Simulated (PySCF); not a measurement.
fluoroethane, C2H5F, SMILES CCF, point group Cs.

Force field and properties: PBE0/pcSseg-1 (PySCF, grid level 2). Vibrational terms come from second-order perturbation theory with semi-diagonal cubic constants, by steps of ±0.6 along the normal coordinates of each isotopologue. The parent has the commonest isotopes.

Equilibrium geometry (Å):

```tsv
atom	x	y	z
C1	-0.7592	-0.0342	-0.0937
C2	0.7248	0.0943	0.1177
F3	1.3995	-0.7784	-0.7226
H4	-1.0243	0.2036	-1.1292
H5	-1.3002	0.6526	0.5674
H6	-1.0935	-1.0545	0.1213
H7	1.0793	1.1082	-0.1071
H8	1.0098	-0.1540	1.1479
```

**Question.** How much do zero-point and thermal motion change the parent's shieldings?

**Answer.** 
| atom | σe (ppm) | anharmonic part, 0 K | harmonic part, 0 K | Δσ at 0 K | Δσ at 200 K | Δσ at 700 K |
| --- | --- | --- | --- | --- | --- | --- |
| C1 | 167.32 | -0.56 | -4.02 | -4.58 | -4.63 | -5.03 |
| C2 | 103.68 | -2.03 | -2.40 | -4.43 | -4.47 | -4.93 |
| F3 | 407.45 | -2.95 | -11.41 | -14.36 | -14.76 | -19.26 |
| H4 | 29.89 | -0.07 | -0.61 | -0.69 | -0.69 | -0.78 |
| H5 | 30.55 | -0.02 | -0.70 | -0.72 | -0.73 | -0.87 |
| H7 | 26.91 | -0.23 | -0.42 | -0.64 | -0.65 | -0.73 |

**Question.** And the bond lengths, in the parent and with ²H at 5?

**Answer.** 
```json
{"bond": "C1–C2", "re (Å)": "1.5046", "⟨r⟩ at 0 K": "1.5145", "between mean positions": "1.5132", "⟨r⟩, labelled": "1.5144"}
{"bond": "C2–F3", "re (Å)": "1.3866", "⟨r⟩ at 0 K": "1.3944", "between mean positions": "1.3929", "⟨r⟩, labelled": "1.3944"}
{"bond": "C1–H4", "re (Å)": "1.0950", "⟨r⟩ at 0 K": "1.1161", "between mean positions": "1.0971", "⟨r⟩, labelled": "1.1161"}
{"bond": "C1–H5", "re (Å)": "1.0961", "⟨r⟩ at 0 K": "1.1173", "between mean positions": "1.0960", "⟨r⟩, labelled": "1.1116"}
{"bond": "C2–H7", "re (Å)": "1.0974", "⟨r⟩ at 0 K": "1.1191", "between mean positions": "1.1064", "⟨r⟩, labelled": "1.1191"}
```

**Question.** What are the dipole moments?

**Answer.** 1.947 D at equilibrium; averaged at 0 K: parent 1.938 D; ²H at 5 1.944 D; ²H at 4 1.937 D; ²H at 4, ²H at 5, ²H at 6 1.941 D; ²H at 7 1.941 D; ¹³C at 2 1.938 D; ¹³C at 2, ²H at 5 1.944 D. Measured: 1.96 D (NIST CCCBDB Release 22 (SRD 101), experimental dipoles).

Internal rotors are held in one well.

The study (307 SCF points, 76 basis functions) took 23 min on 1 thread of Intel Xeon Platinum 8259CL @ 2.50GHz (shared host) (rough), peak memory 0.44 GiB, launched as `OMP_NUM_THREADS=1 python ens_run.py task.json out`.
